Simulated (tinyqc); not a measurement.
UHF in the sto-6g basis, for LiH+, spin multiplicity 2, step by step. One step of it, computed by the program tinyqc.

Task: Orthogonalisation. S = U s U^T; symmetric (Loewdin) form X = U s^(-1/2) U^T, so that X^T S X = 1.

overlap S, lower triangle:
```
           1Li 1s    1Li 2s   1Li 2px   1Li 2py   1Li 2pz     2H 1s
1Li 1s   1.000000
1Li 2s   0.235742  1.000000
1Li 2px  0.000000  0.000000  1.000000
1Li 2py  0.000000  0.000000  0.000000  1.000000
1Li 2pz  0.000000  0.000000  0.000000  0.000000  1.000000
2H 1s    0.005046  0.156306  0.000000  0.000000  0.237135  1.000000
```

Give: eigenvalues of S; X.

Result:

eigenvalues of S: 0.6752  0.8267  1.0000  1.0000  1.1685  1.3296

X, lower triangle:
```
          1Li 1s   1Li 2s  1Li 2px  1Li 2py  1Li 2pz   2H 1s
1Li 1s    1.0220
1Li 2s   -0.1239   1.0322
1Li 2px   0.0000   0.0000   1.0000
1Li 2py   0.0000   0.0000   0.0000   1.0000
1Li 2pz  -0.0026   0.0153   0.0000   0.0000   1.0224
2H 1s     0.0126  -0.0849   0.0000   0.0000  -0.1250  1.0325
```
